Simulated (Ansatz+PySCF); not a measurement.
Two shapes of singlet C₂H₂.

Shape 1:

```xyz
4

C     0.0000    0.0000   -0.6043
C     0.0000    0.0000    1.8128
H     0.0000    0.0000   -1.6792
H     0.0000    0.0000    2.8878
```

Shape 2:

```xyz
4

C     0.0000    0.0000   -0.6043
C     0.0000    0.0000    3.0213
H     0.0000    0.0000   -1.6792
H     0.0000    0.0000    4.0963
```

Basis set: cc-pVDZ (spherical functions). Charge 0, multiplicity 1.

Computed with Ansatz (development build ahead of 0.2.0); each method stands on the lowest determinant of its kind that the runs found.

**Question.** Which shape is lower in energy, and by how much in each method?

**Answer.**

| method | E(2) − E(1) (eV) |
| --- | --- |
| PBE (restricted) | -0.159 |
| PBE0 (restricted) | 0.075 |
| r²SCAN (restricted) | -0.193 |
| r²SCAN (unrestricted) | 0.445 |
| ωB97X (restricted) | 0.586 |

The methods disagree on the order. Caution: charge can spread falsely over distant fragments. Caution for PBE (restricted), PBE0 (restricted), r²SCAN (restricted), ωB97X (restricted): an unrestricted determinant lies well below. Caution for r²SCAN (unrestricted): the unrestricted determinant is a mixture of spin states.
